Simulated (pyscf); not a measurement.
**Four-centre exchange: `[SH2]` + `[Cl][Ga][Cl]` [doublet] → `[SH][Ga][Cl]` [doublet] + `[ClH]`**

Gas phase, doublet surface, charge 0. Bonds broken: S1–H5, Ga2–Cl3. Bonds formed: S1–Ga2, Cl3–H5. Structures and frequencies: ωB97X-D3(BJ)/def2-SVP in PySCF.

Transition state (Å):

```xyz
6

S      2.0032    -1.2419    -0.6148
Ga    -0.1774    -0.3690    -0.2437
Cl     1.0947     0.7959     1.5581
Cl    -0.6087     1.1579    -1.7188
H      1.9229    -0.1000     0.6907
H      1.8338    -2.3043     0.1989
```

One imaginary mode, 724i cm⁻¹; descent along it reached the two sides named, in the forms told below.

```
bond     change  reactant side (Å)  saddle  product side
-------  ------  -----------------  ------  ------------
S1–H5    breaks              1.349   1.736         2.560
Ga2–Cl3  breaks              2.195   2.494           3.0
S1–Ga2    forms                2.7   2.378         2.258
Cl3–H5    forms                4.0   1.497         1.296
```

Electronic energies relative to the separated reactants (kcal/mol):

| level | barrier | reaction energy | reverse barrier |
|---|---|---|---|
| ωB97X-D3(BJ)/def2-TZVP | 5.3 | +5.4 | -0.1 |
| PBE/def2-TZVP | 0.9 | +5.1 | -4.3 |
| r²SCAN/def2-TZVP | 1.3 | +5.7 | -4.4 |
| B3LYP-D3(BJ)/def2-TZVP | 5.4 | +6.0 | -0.6 |
| PBE0-D3(BJ)/def2-TZVP | 2.0 | +5.4 | -3.4 |
| M06-2X/def2-TZVP | 6.2 | +7.0 | -0.8 |
| ωB97M-D3(BJ)/def2-TZVP | 8.0 | +6.4 | 1.6 |
| HF/def2-TZVP | 24.7 | +9.2 | 15.5 |

With ωB97M-D3(BJ)/def2-TZVP energies and thermal terms (ideal gas, 1 atm, RRHO with modes under 100 cm⁻¹ raised to 100, one conformer, R ln 2 for chiral ones without a mode under 150 cm⁻¹), in kcal/mol:

```csv
T (K),ΔH‡,ΔG‡,ΔH,ΔG
298,6.7,17.4,+6.4,+6.7
600,7.2,28.2,+6.9,+6.7
900,8.0,38.5,+7.3,+6.6
1200,8.9,48.5,+7.6,+6.3
```

On the reactant side the descent ends in an adduct with a Ga–S contact, 13.1 kcal/mol under the separated species and 18.5 kcal/mol under the saddle at ωB97X-D3(BJ)/def2-TZVP. On the product side the descent ends in a complex, 5.9 kcal/mol under the separated species and 5.9 kcal/mol under the saddle at ωB97X-D3(BJ)/def2-TZVP. At PBE, r²SCAN, B3LYP-D3(BJ), PBE0-D3(BJ), M06-2X the saddle lies under the separated products, which points to a path from their complex (located at ωB97X-D3(BJ) alone), and parting the products costs more than the saddle. What is counted as formed (Ga–S) is already present as a longer contact in the reactant adduct; forming that adduct is a step of its own. One saddle was located; it need not be the lowest between these sides. Elements up to Kr have no core potential and no relativistic terms here.
